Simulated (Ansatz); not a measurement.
System: rock-salt SnTe (cubic form, which distorts at low temperature). Method: r²SCAN+rVV10 in Ansatz (PAW).

Settings: plane-wave cutoff 500 eV, 12×12×12 k mesh, Fermi–Dirac smearing 0.05 eV, scalar-relativistic PAW data made under PBE.

Cell (relaxed at this level):

```
SnTe
1.0
    0.00000     3.16500     3.16500
    3.16500     0.00000     3.16500
    3.16500     3.16500     0.00000
Sn Te
1 1
Direct
  0.00000   0.00000   0.00000
  0.50000   0.50000   0.50000
```

Q: What does this level give for the band gap?

A: 
band gap: 0.05 eV (under three smearing widths, so not firm)

Measured, for comparison: band gap 0.3 eV (4 K, zero-point motion not removed, bulk gap, ARPES or transport; rounded; as tabulated in Ando (2013), arXiv:1304.5693).

Note: symmetry holds this phase in the static calculation, where it need not be a minimum.

Spin–orbit coupling is not included; with these elements it can move the gap by several tenths of an eV or more.

Ansatz is a program for electronic structure.
